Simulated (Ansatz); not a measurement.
`CBCl` from Hartree–Fock to CCSD(T)

```xyz
7

C     0.1857    0.5942    0.3623
B    -0.2398   -0.7272   -0.3232
Cl   -0.0576   -0.9692   -2.0471
H     0.6276    1.3354   -0.3035
H     0.8879    0.3742    1.1753
H    -0.6889    1.0352    0.8569
H    -0.7149   -1.6425    0.2793
```

Charge 0, multiplicity 1. The geometry is a stationary point of PBE0-D4/def2-TZVP. Frozen core, restricted reference, Ansatz. CBS rows extrapolate triple and quadruple zeta; past MP2 they add the triple-zeta difference.

```json
{"basis": "def2-SVP", "HF (Eh)": "-524.23235", "MP2 corr.": "-0.36368"}
{"basis": "def2-TZVPP", "HF (Eh)": "-524.45928", "MP2 corr.": "-0.46925"}
{"basis": "def2-QZVPP", "HF (Eh)": "-524.47508", "MP2 corr.": "-0.50631"}
```

(1) Estimate the CCSD correlation energy and the (T) correction in each basis where they were run (hartree).

Answers

(1) 
| basis | CCSD corr. | (T) |
| --- | --- | --- |
| def2-SVP | -0.40361 | -0.01023 |
| def2-TZVPP | -0.50936 | -0.01998 |
| CBS(def2) | -0.57387 | as TZ |
